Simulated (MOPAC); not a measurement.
MOPAC input (AM1):

```
AM1 FORCE THERMO(298,298) PRECISE LET UHF MS=0.5 GEO-OK AUX(PRECISION=9) THREADS=1
CN

C     0.00000000 1    0.00000000 1   -0.61925739 1
N     0.00000000 1    0.00000000 1    0.52985561 1
```

Which zero-point energy does it print?

3.41 kcal/mol, from the harmonic wavenumbers of AM1.
